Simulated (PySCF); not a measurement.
Property card for 1,4,5,8-tetraazanaphthalene, `c1cnc2nccnc2n1`

Compound: 1,4,5,8-tetraazanaphthalene, C6H4N4.
Geometry (GFN2-xTB, Å), atoms numbered from 1 in this order:
```
atom  x, y, z in Å
C1    -2.2941   -0.0876   -0.5713
C2    -2.2004   -0.2398    0.8322
N3    -1.0581   -0.2348    1.4600
C4     0.0471   -0.0764    0.7060
N5     1.2437   -0.0672    1.3249
C6     2.2937    0.0874    0.5682
C7     2.2005    0.2396   -0.8354
N8     1.0581    0.2354   -1.4632
C9    -0.0472    0.0773   -0.7091
N10   -1.2439    0.0677   -1.3278
H11   -3.2530   -0.0951   -1.0722
H12   -3.0857   -0.3673    1.4408
H13    3.2527    0.0940    1.0687
H14    3.0859    0.3665   -1.4443
```

Structural features include: pyridine-type ring nitrogen.

From GFN2-xTB geometry:

```yaml
Point_group_of_the_GFN2-xTB_geometry: D2h
Rotational_constants_A_B_C_of_the_GFN2-xTB_geometry: 3.297, 1.403, 0.984 GHz
```

**PBE0/pcSseg-1 ground state and GIAO shieldings, non-relativistic (PySCF)**

```yaml
Dipole_moment: 0.00 D
HOMO_energy: -7.16 eV
LUMO_energy: -2.90 eV
HOMO–LUMO_gap: 4.26 eV
Lowest_Hirshfeld_atomic_charge: -0.14 e on N3/N5/N8/N10
Highest_Hirshfeld_atomic_charge: +0.09 e on C4/C9
13C_chemical_shifts_computed_TMS_as_zero_by_class: 153.6 (C1/C2/C6/C7), 151.4 (C4/C9) ppm
1H_chemical_shifts_computed_TMS_as_zero_by_class: 9.47 (H11/H12/H13/H14) ppm
Isotropic_shieldings_of_nuclei_other_than_C_and_H_by_class: -125 (N3/N5/N8/N10) ppm
Mayer_bond_orders_between_heavy_atoms: C1–C2 1.21, C2–N3 1.61, N3–C4 1.32, C4–N5 1.32, N5–C6 1.61, C6–C7 1.21, C7–N8 1.61, N8–C9 1.32, C9–N10 1.32, N10–C1 1.61, C9–C4 1.15
```

Monoisotopic mass (most abundant isotopes): 132.0436 u.

With B = h/(8π²I), that is 505.379 GHz u Å² over I, the principal moments of inertia are 153.3, 360.2 and 513.5 u Å² (most abundant isotopes); the inertial defect Ic − Ia − Ib is 0.0 u Å² (zero for a rigid planar frame, negative otherwise). Point group D2h forbids a permanent dipole, so the rigid molecule has no electric-dipole pure rotational spectrum. The rotational constants make it an asymmetric top with κ = (2B − A − C)/(A − C) = -0.64, nearer the prolate limit (−1).

Geometry: GFN2-xTB; no solvent, vibrations or thermal averaging.
